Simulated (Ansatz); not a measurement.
Cost and result up the ladder for AlH2(NH2) (AlNH₄) (6 atoms). Total charge 0; singlet. Geometry: r2SCAN-D4/def2-TZVP.

```xyz
6

Al    0.5752   -0.2263   -0.5549
H     0.2275   -0.0530   -2.0889
H     1.9391   -0.8126   -0.0076
N    -0.6471    0.2582    0.6261
H    -0.5423    0.1936    1.6271
H    -1.5523    0.6402    0.3982
```

Ansatz on 4 threads of Arm Neoverse V2 on a shared host. Times are rough, and most runs start from the orbitals of an earlier one. ωB97X-V/def2-TZVP serves as the yardstick here, not as an exact answer. Differences are given only for rows in sets of like size (and for xTB, whose basis is part of the method), since another set adds its own error. Binding counts from free atoms at the same level (Al doublet, H doublet, N quartet; other spins of the atoms weren't run), without zero-point energy or a counterpoise term.

B3LYP takes the VWN-RPA correlation. Correlated methods freeze 6 core orbitals.

Correlated methods converge slowly with the basis.

| level | functions | binding energy per atom (eV) | difference from ωB97X-V/def2-TZVP (eV) |
| --- | --- | --- | --- |
| BLYP-D4/def2-TZVP | 92 | 3.04 | -0.02 |
| B3LYP-D4/def2-TZVP | 92 | 3.05 | -0.01 |
| PBE0-D4/def2-TZVP | 92 | 2.99 | -0.07 |
| PBE0-D4/def2-SVP | 52 | 2.98 | – |
| MP2/def2-TZVP | 92 | 2.90 | -0.16 |
| PBE-D4/def2-TZVP | 92 | 3.03 | -0.03 |
| ωB97X-V/def2-TZVP | 92 | 3.06 | 0.00 |
| HF/STO-3G | 18 | 2.92 | – |
| CAM-B3LYP-D4/def2-TZVP | 92 | 3.07 | 0.01 |
| r2SCANh-D4/def2-TZVP | 92 | 3.00 | -0.06 |
| LDA (SPW92)/def2-TZVP | 92 | 3.38 | 0.32 |
| CCSD(T)/def2-TZVPP | 129 | 2.97 | -0.09 |
| r2SCAN-D4/def2-TZVP (with forces) | 92 | 3.02 | -0.04 |
| PBE-D4/def2-SVP | 52 | 3.02 | – |

Estimate how long each takes.

HF/STO-3G 0.05 s; LDA (SPW92)/def2-TZVP 0.25 s; PBE0-D4/def2-SVP 0.25 s; MP2/def2-TZVP 0.25 s; PBE-D4/def2-SVP 0.3 s; PBE-D4/def2-TZVP 0.4 s; BLYP-D4/def2-TZVP 0.4 s; CAM-B3LYP-D4/def2-TZVP 0.45 s; B3LYP-D4/def2-TZVP 0.45 s; PBE0-D4/def2-TZVP 0.55 s; r2SCANh-D4/def2-TZVP 1 s; r2SCAN-D4/def2-TZVP (with forces) 1.1 s; ωB97X-V/def2-TZVP 1.2 s; CCSD(T)/def2-TZVPP 2.2 s. On shared hardware such times vary by a factor of up to 3.
